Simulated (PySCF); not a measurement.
`C1=CC1` (cyclopropene). Method used: PBE0-D3(BJ)/def2-SVP geometry optimisation, gas phase in PySCF.

```
atom  x, y, z in Å
C1    -0.5273    0.6691    0.1296
C2    -0.6389   -0.6049   -0.0845
C3     0.7636   -0.0732   -0.0492
H4    -0.9870    1.6372    0.3110
H5    -1.2583   -1.4887   -0.2129
H6     1.4056   -0.2754    0.8234
H7     1.3342    0.0340   -0.9859
```

Problem. What is the longest distance between nuclei?

Solution. H4···H5, 3.18 Å; the next longest distance is 3.11 Å.

Problem. Work out the bond lengths C1=C2, C1–C3, C1–H4, C2–C3, C2–H5, C3–H6, C3–H7 in pm.

Solution. For C1=C2 the difference vector is (-0.1116, -1.2740, -0.2141) Å, of length 1.2967 Å. C1=C2 129.7; C1–C3 150.0; C1–H4 108.7; C2–C3 150.0; C2–H5 108.7; C3–H6 110.2; C3–H7 110.2 pm.

Problem. Give the dihedral angles H4–C1–C3–H6, H4–C1–C3–C2, C3–C1–C2–H5, H5–C2–C3–H6, C1–C2–C3–H7, C2–C1–C3–H7.

Solution. H4–C1–C3–H6 74° (synclinal); H4–C1–C3–C2 180° (antiperiplanar); C3–C1–C2–H5 180° (antiperiplanar); H5–C2–C3–H6 -74° (synclinal); C1–C2–C3–H7 -106° (anticlinal); C2–C1–C3–H7 106° (anticlinal). Dihedral signs follow IUPAC: positive where, seen along the central bond, the front bond turns clockwise onto the rear one.

Problem. How far apart are these pairs, which share no bond: C1···H5, C1···H7, C2···H7, C3···H4, C3···H5?

Solution. C1···H5 2.304 Å (2 bonds apart); C1···H7 2.261 Å (2 bonds apart); C2···H7 2.261 Å (2 bonds apart); C3···H4 2.474 Å (2 bonds apart); C3···H5 2.474 Å (2 bonds apart).

Problem. What is the repulsion energy of the bare nuclei, Σ ZA·ZB/RAB?

Solution. 63.77 Eh over 21 pairs, with full nuclear charges and distances in bohr; the largest single term is 14.69 Eh (C1 with C2).

Problem. Where is the centre of mass (commonest isotopes), and what is the radius of gyration?

Solution. Mass 40.031 u; centre at (-0.108, -0.005, -0.003) Å; Rg = √(Σ m r²/M) = 0.975 Å. As Ia + Ib + Ic = 2 Σ m r², the three principal moments sum to 76.2 u·Å².

Problem. What are the angles C3–C1–H4, C1–C2–H5, C1–C3–H6, C1–C3–H7, C1–C3–C2?

Solution. From the scalar product of the two bond vectors; for C3–C1–H4 it is -1.3445 Å² over 1.4998 × 1.0869 Å², cos θ = -0.8247. C3–C1–H4 145.6°; C1–C2–H5 150.2°; C1–C3–H6 119.9°; C1–C3–H7 119.9°; C1–C3–C2 51.2°.

PBE0-D3(BJ)/def2-SVP frequencies: not computed here.

The run took 7.6 s of wall time on Arm Neoverse V1, one thread, on a shared host, and the process peaked at 0.28 GiB of memory. These figures are those of the optimisation.
